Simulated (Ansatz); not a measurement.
Fluorite CdF2 was calculated with PBE (PAW; Ansatz, an electronic-structure program).

Numerical settings: plane-wave cutoff 520 eV, 8×8×8 k mesh, perturbation theory, scalar-relativistic PAW data made under PBE.

The cell has the measured lattice parameters. Conventional cell: a = 5.3880 Å, b = 5.3880 Å, c = 5.3880 Å, α = 90.00°, β = 90.00°, γ = 90.00°.

Space group Fm-3m (No. 225); a = b = c = 5.388 Å, α = β = γ = 90.00°

```
atom  site  symmetry       x       y       z
----  ----  --------  ------  ------  ------
Cd      4a      m-3m  0.0000  0.0000  0.0000
F       8c      -43m  0.2500  0.2500  0.2500
```
(The calculation used a cell of 3 atoms; values per cell refer to that cell.)

Harmonic phonon frequencies (cm⁻¹; i marks an imaginary mode; at Γ without the LO shift):

| q point | frequencies |
|---|---|
| Γ | 0 0 0 226 226 226 312 312 312 |
| X | 106 106 107 147 147 194 357 357 405 |
| U | 102 119 137 174 183 208 341 348 396 |
| L | 85 85 181 260 260 288 288 301 351 |
| W | 110 127 130 153 153 283 283 369 395 |

No imaginary mode appears at these points.

Note: the cell isn't this level's own, so it is under some stress, which shifts stiffness and frequencies.
